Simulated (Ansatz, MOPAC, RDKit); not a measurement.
Species: tetrachloromethane, CCl$_{4}$ (charge 0, singlet). SMILES: ClC(Cl)(Cl)Cl

Atoms: C1, Cl2, Cl3, Cl4, Cl5. Bonds: C1-Cl2, C1-Cl3, C1-Cl4, C1-Cl5.

Bond lengths (Å) and angles (degrees) optimised at UFF with RDKit; PM7 with MOPAC; HF/STO-3G with Ansatz (an electronic-structure program); B3LYP/6-31G* with Ansatz, each started from the B3LYP-D3(BJ)/def2-TZVP structure (Ansatz) of the last column. A row stands for all coordinates that are equal there. 6-31G* holds six Cartesian d functions. No wavenumbers were computed at UFF, HF/STO-3G, so these may be saddle points.

```tsv
coordinate	UFF	PM7	HF/STO-3G	B3LYP/6-31G*	B3LYP-D3(BJ)/def2-TZVP
C1-Cl2	1.778	1.754	1.818	1.792	1.779
Cl2-C1-Cl3	109.5	109.5	109.5	109.5	109.5
```

Mean signed difference of all 4 bond lengths from B3LYP-D3(BJ)/def2-TZVP: UFF -0.001 Å, PM7 -0.026 Å, HF/STO-3G 0.038 Å, B3LYP/6-31G* 0.013 Å.
